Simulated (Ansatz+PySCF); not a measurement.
A calculation with PySCF 2.14.0.

```python
from pyscf import gto, dft

mol = gto.M(atom="""
C 0.033570 -0.001030 0.037040
H 1.112980 -0.011980 0.047720
H -0.522620 0.985310 -0.028010
H -0.597900 -0.939080 0.010240
""", basis='def2-svp', charge=1, spin=0)
mf = dft.UKS(mol, xc='pbe0')
mf.kernel()
print(mf.converged, mf.e_tot, mf.spin_square()[0])
```

The script is written out from the run's settings.

Output:

| Property | Result |
| --- | --- |
| Converged | yes |
| Total energy | -39.38629 hartree |
| Spin squared of the determinant | 0.000 |
| Cycles | 7 |
